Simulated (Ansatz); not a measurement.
Calculation: frozen-core CCSD(T)/cc-pVTZ // PBE-D3(BJ)/def2-TZVP (Ansatz, an electronic-structure program).

Ansatz 0.2 input:
```yaml
crystal:
  periodic: [false, false, false]
  atoms:
    - { symbol: Si, position_ang: [0.0, 0.0, 0.000001] }
    - { symbol: H, position_ang: [-0.334022, -0.99786, -1.05933] }
    - { symbol: H, position_ang: [-0.70286, 1.28555, -0.287796] }
    - { symbol: H, position_ang: [1.474865, 0.232246, 0.017722] }
    - { symbol: H, position_ang: [-0.437984, -0.519937, 1.329405] }
basis:
  gaussian: { orbitals: cc-pVTZ }
correlation:
  method: ccsd_t
```

Output:

```
Functional definition: HF
500 factors; integrals over basis functions are off by at most 6.8e-4 eV
mean field evaluation 1: about -7924.9409 eV, gradient 1.0e1 eV
mean field evaluation 2: about -7924.9461 eV, gradient 1.0e1 eV
mean field evaluation 4: about -7925.5941 eV, gradient 3.5e-1 eV
mean field evaluation 8: about -7925.5951 eV, gradient 8.0e-5 eV
mean field evaluation 16: about -7925.5951 eV, gradient 2.9e-6 eV
mean field -7925.59510678 eV, -291.2602480127 hartree, gradient 2.9e-6 eV, S^2 0.000000; 0 other end points of the search recorded, 0 dependent functions left out
5 core orbitals not correlated
reference -7925.59510678 eV, -291.2602480127 hartree; 4, 4 occupied and 81, 81 virtual orbitals, 500 factors
second order -3.89591054 eV of doubles, -0.00000000 eV of singles
cycle   1  -4.48742133 eV  change   -5.9e-1 eV  update   5.5e-2
cycle   2  -4.70575865 eV  change   -2.2e-1 eV  update   1.9e-2
cycle   3  -4.71204609 eV  change   -6.3e-3 eV  update   4.3e-3
cycle   4  -4.71045310 eV  change    1.6e-3 eV  update   1.4e-3
cycle   5  -4.71008952 eV  change    3.6e-4 eV  update   3.9e-4
cycle   6  -4.71010257 eV  change   -1.3e-5 eV  update   7.1e-5
cycle   7  -4.71011580 eV  change   -1.3e-5 eV  update   1.6e-5
cycle   8  -4.71011668 eV  change   -8.7e-7 eV  update   3.7e-6
perturbative correction -0.10492536 eV, -0.0038559359 hartree
Total energy: -7930.41014881 eV, -291.4371975438 hartree
```

Cost: roughly 1.0 core-seconds.
